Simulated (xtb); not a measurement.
# CH3BO (Borane carbonyl): GFN2-xTB

Wanted: an optimisation with harmonic vibrations of CH3BO (Borane carbonyl). 

The calculation is run with xtb 6.7.1.

2 further runs of the same task are left out: 2 set aside as unsound or not needed.

### Step 1. The structure to begin with

The species is CH3BO (6 atoms), meant as a singlet with charge 0. As SMILES, `[BH3-]C#[O+]`. All atoms were displaced at random from a relaxed shape. The run starts from this shape.

Bond lengths: B1–C2 1.606 Å, C2–O3 1.052 Å, B1–H4 1.255 Å, B1–H5 1.221 Å, B1–H6 1.154 Å. Angles: B1–C2–O3 171.2°, C2–B1–H4 102.0°, C2–B1–H5 104.3°, C2–B1–H6 94.1°, H4–B1–H5 119.3°, H4–B1–H6 121.7°, H5–B1–H6 109.7°.

### Step 2. An optimisation with harmonic vibrations at GFN2-xTB

struc.xyz

```xyz
6
CH3BO
B     -0.35564000     0.46218000    -0.18951000
C      0.45257000    -0.76415000     0.45929000
O      1.06120000    -1.57378000     0.74310000
H     -1.54762000     0.10697000    -0.02228000
H      0.08872000     0.55045000    -1.32374000
H      0.14129000     1.25521000     0.48561000
```

The run is started by

```sh
$ xtb struc.xyz --ohess vtight -u 0 --parallel 1 | tee xtb.out
```

What values should one expect? Wanted: total energy at the end; dipole moment; HOMO energy; LUMO energy; HOMO–LUMO gap; dispersion energy; mean polarisability; lowest harmonic wavenumber; highest harmonic wavenumber.

Answer, from the run:

Level: GFN2-xTB.

```
                      quantity         value
       total energy at the end   -8.93194 Eh
                 dipole moment        0.33 D
                   HOMO energy     -11.12 eV
                   LUMO energy      -7.23 eV
                 HOMO–LUMO gap       3.90 eV
             dispersion energy  -4.73 kJ/mol
mean polarisability (D4 model)    30.3 bohr³
    lowest harmonic wavenumber      197 cm⁻¹
   highest harmonic wavenumber     2464 cm⁻¹
             zero-point energy   93.4 kJ/mol
```

At the final geometry: Bond lengths: B1–C2 1.473 Å, C2–O3 1.142 Å, B1–H4 1.187 Å, B1–H5 1.187 Å, B1–H6 1.187 Å. Angles: B1–C2–O3 180.0°, C2–B1–H4 106.3°, C2–B1–H5 106.3°, C2–B1–H6 106.3°, H4–B1–H5 112.5°, H4–B1–H6 112.5°, H5–B1–H6 112.5°. All 12 modes are real, so the shape is a minimum at this level. Mulliken charges run from -0.15 on O3 to +0.20 on C2.
